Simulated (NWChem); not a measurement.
## Lowest excitation of dimethyl ether (C2H6O)

```xyz
9

C     -1.1611     0.0000    -0.1881
O      0.0000     0.0000     0.5778
C      1.1611     0.0000    -0.1881
H     -1.2330    -0.8952    -0.8395
H     -1.2330     0.8952    -0.8395
H     -2.0215     0.0000     0.4963
H      1.2330    -0.8952    -0.8395
H      2.0215     0.0000     0.4963
H      1.2330     0.8952    -0.8395
```
Charge 0, spin multiplicity 1.

The numbers come from NWChem runs, not from measurements. Structure: optimised with PBE0/def2-SVP, a minimum by its harmonic frequencies.

Basis set: def2-SVP.

The correlated methods keep 3 core orbitals frozen. B3LYP has NWChem's definition, with VWN1-RPA local correlation. No row is a measurement; the coupled-cluster row has its own basis-set and correlation limits.

Problem. For the lowest vertical singlet excitation energy, CIS gives 10.20 eV and TD-PBE gives 6.78 eV. What do TD-B3LYP, TD-PBE0, EOM-CCSD give?

Solution. TD-B3LYP: 7.49 eV; TD-PBE0: 7.79 eV; EOM-CCSD: 8.41 eV.
